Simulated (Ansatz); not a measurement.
We consider bcc Na, described by PBE (PAW; Ansatz, a quantum-chemistry and plane-wave program).

Run with plane-wave cutoff 520 eV, 22×22×22 k mesh, Fermi–Dirac smearing 0.092 eV (set by the program), scalar-relativistic PAW data made under PBE.

The cell has the measured lattice: a = b = c = 4.287 Å, α = β = γ = 90.00°.

**Question.** Predict the Voigt–Reuss–Hill shear modulus (Hill average), elastic constant C44, Young modulus, elastic constant C11 and elastic constant C12.

**Answer.** 
- Voigt–Reuss–Hill shear modulus (Hill average): 2.52 GPa
- elastic constant C44: 5.57 GPa
- Young modulus: 6.6 GPa
- elastic constant C11: 6.99 GPa
- elastic constant C12: 5.64 GPa

Measured, for comparison: elastic constant C44 5.53 GPa, elastic constant C11 8.2 GPa, elastic constant C12 6.7 GPa (temperature not stated, no zero-point or thermal correction; as tabulated in arXiv:1601.06701). Computed (rounded) less measured: elastic constant C44 +0.7 %, elastic constant C11 -15 %, elastic constant C12 -16 %.

Note: the cell isn't this level's own, so it is under some stress, which shifts stiffness and frequencies.

Elastic constants are with the ions relaxed.

The computed numbers hold no vibrational or temperature effects.
